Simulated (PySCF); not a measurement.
Simulated outer-valence photoelectron spectrum of `CSSCF`. Method: EOM-IP-CCSD/aug-cc-pVDZ in PySCF, restricted Hartree–Fock reference, 13 core orbitals frozen, non-relativistic, gas phase, PBE0-D3(BJ)/def2-SVP geometry.

Each root has a Gaussian of 0.8 eV full width with its one-hole share as area; cross sections and vibrations are left out, and the highest printed point is 100.

```json
{"ionisation energy (eV)": "8.0", "intensity": "1"}
{"ionisation energy (eV)": "8.2", "intensity": "3"}
{"ionisation energy (eV)": "8.4", "intensity": "10"}
{"ionisation energy (eV)": "8.6", "intensity": "26"}
{"ionisation energy (eV)": "8.8", "intensity": "50"}
{"ionisation energy (eV)": "9.0", "intensity": "72"}
{"ionisation energy (eV)": "9.2", "intensity": "84"}
{"ionisation energy (eV)": "9.4", "intensity": "82"}
{"ionisation energy (eV)": "9.6", "intensity": "65"}
{"ionisation energy (eV)": "9.8", "intensity": "41"}
{"ionisation energy (eV)": "10.0", "intensity": "20"}
{"ionisation energy (eV)": "10.2", "intensity": "7"}
{"ionisation energy (eV)": "10.4", "intensity": "2"}
{"ionisation energy (eV)": "10.6", "intensity": "2"}
{"ionisation energy (eV)": "10.8", "intensity": "7"}
{"ionisation energy (eV)": "11.0", "intensity": "19"}
{"ionisation energy (eV)": "11.2", "intensity": "38"}
{"ionisation energy (eV)": "11.4", "intensity": "54"}
{"ionisation energy (eV)": "11.6", "intensity": "60"}
{"ionisation energy (eV)": "11.8", "intensity": "57"}
{"ionisation energy (eV)": "12.0", "intensity": "58"}
{"ionisation energy (eV)": "12.2", "intensity": "62"}
{"ionisation energy (eV)": "12.4", "intensity": "60"}
{"ionisation energy (eV)": "12.6", "intensity": "57"}
{"ionisation energy (eV)": "12.8", "intensity": "59"}
{"ionisation energy (eV)": "13.0", "intensity": "64"}
{"ionisation energy (eV)": "13.2", "intensity": "66"}
{"ionisation energy (eV)": "13.4", "intensity": "65"}
{"ionisation energy (eV)": "13.6", "intensity": "65"}
{"ionisation energy (eV)": "13.8", "intensity": "58"}
{"ionisation energy (eV)": "14.0", "intensity": "45"}
{"ionisation energy (eV)": "14.2", "intensity": "37"}
{"ionisation energy (eV)": "14.4", "intensity": "49"}
{"ionisation energy (eV)": "14.6", "intensity": "78"}
{"ionisation energy (eV)": "14.8", "intensity": "100"}
{"ionisation energy (eV)": "15.0", "intensity": "96"}
{"ionisation energy (eV)": "15.2", "intensity": "68"}
{"ionisation energy (eV)": "15.4", "intensity": "35"}
{"ionisation energy (eV)": "15.6", "intensity": "13"}
{"ionisation energy (eV)": "15.8", "intensity": "4"}
{"ionisation energy (eV)": "16.0", "intensity": "1"}
```

Problem. Where are the maxima, and how many lines lie under the curve?

Solution. 5 maxima, at 9.3, 11.6, 12.3, 13.2 and 14.9 eV, from 8 lines. At this width some lines have no maximum of their own.

Problem. List the lines with their holes.

Solution. 
```csv
E (eV),leading hole (HF orbital),area,Koopmans (eV)
9.03,HOMO,0.95,9.77
9.50,HOMO-1,0.95,10.31
11.49,HOMO-2,0.95,12.26
12.27,HOMO-3,0.95,13.39
13.04,HOMO-4,0.95,14.36
13.73,HOMO-5,0.94,15.45
14.77,HOMO-6,0.94,16.10
14.99,HOMO-7,0.94,16.23
```

The widest gap, 1.99 eV, lies between 9.50 and 11.49 eV. Only orbitals with −ε under 21 eV, eight at most, were ionised, so the high end of the curve may lack lines.

Conformer computed: `[CH3:1][S:2][S:3][CH2:4][F:5]`: C1–S2–S3–C4 82°, S2–S3–C4–F5 -73°.

One conformer stands for the species.
